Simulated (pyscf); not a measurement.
Four-centre exchange: H₃C–NH–Si(NH₂)(NH₂)–NH₂ + water (H₂O) → H₃C–NH–Si(NH₂)(NH₂)–OH + ammonia (NH₃)

Gas phase, singlet surface, charge 0. Bonds broken: Si3–N4, O17–H18. Bonds formed: Si3–O17, N4–H18. Optimised with ωB97X-D3(BJ)/def2-SVP in PySCF.

Transition state (Å):

```xyz
19

C      1.7701     1.0282     2.0902
N      0.4288     1.1254     1.5623
Si    -0.3637     0.2060     0.3221
N     -1.5667    -1.1468     0.8886
N      0.2068    -0.1528    -1.2668
N     -1.6355     1.4225     0.0233
H      1.8159     0.6040     3.1152
H      2.3930     0.3944     1.4403
H      2.2634     2.0154     2.1314
H     -0.0888     1.9409     1.8680
H     -2.1449    -0.8952     1.6884
H     -2.1547    -1.5247     0.1472
H      0.9991    -0.7649    -1.4139
H      0.0016     0.4648    -2.0414
H     -1.3208     2.3290    -0.3160
H     -2.4281     1.1334    -0.5445
O      0.7357    -1.4322     0.8666
H     -0.4917    -1.7032     1.0681
H      1.2126    -1.3435     1.6987
```

One imaginary mode, 1019i cm⁻¹; descent along it reached the two sides named, in the forms told below.

```json
[
 {"bond": "Si3–N4", "change": "breaks", "reactant side (Å)": "1.761", "saddle": "1.897", "product side": "3.3"},
 {"bond": "O17–H18", "change": "breaks", "reactant side (Å)": "0.981", "saddle": "1.273", "product side": "2.383"},
 {"bond": "Si3–O17", "change": "forms", "reactant side (Å)": "3.4", "saddle": "2.047", "product side": "1.684"},
 {"bond": "N4–H18", "change": "forms", "reactant side (Å)": "1.937", "saddle": "1.224", "product side": "1.022"}
]
```

Electronic energies relative to the separated reactants (kcal/mol):

```csv
level,barrier,reaction energy,reverse barrier
ωB97X-D3(BJ)/def2-TZVP,15.0,-13.5,28.5
PBE/def2-TZVP,11.8,-13.9,25.7
r²SCAN/def2-TZVP,12.0,-14.9,26.9
B3LYP-D3(BJ)/def2-TZVP,15.6,-14.0,29.6
PBE0-D3(BJ)/def2-TZVP,12.7,-13.3,26.1
M06-2X/def2-TZVP,14.1,-14.2,28.2
ωB97M-D3(BJ)/def2-TZVP,14.7,-13.8,28.5
HF/def2-TZVP,35.0,-15.5,50.5
```

With ωB97M-D3(BJ)/def2-TZVP energies and thermal terms (ideal gas, 1 atm, RRHO with modes under 100 cm⁻¹ raised to 100, one conformer, R ln 2 for chiral ones without a mode under 150 cm⁻¹), in kcal/mol:

```csv
T (K),ΔH‡,ΔG‡,ΔH,ΔG
298,14.3,26.8,-13.2,-12.8
600,14.1,39.6,-13.6,-12.3
900,14.5,52.3,-13.8,-11.6
1200,15.2,64.8,-13.9,-10.9
```

On the reactant side the descent ends in a bound adduct, 9.7 kcal/mol under the separated species and 24.7 kcal/mol under the saddle at ωB97X-D3(BJ)/def2-TZVP. On the product side the descent ends in a complex (not fully relaxed), 6.2 kcal/mol under the separated species and 34.7 kcal/mol under the saddle at ωB97X-D3(BJ)/def2-TZVP. One saddle was located; it need not be the lowest between these sides.
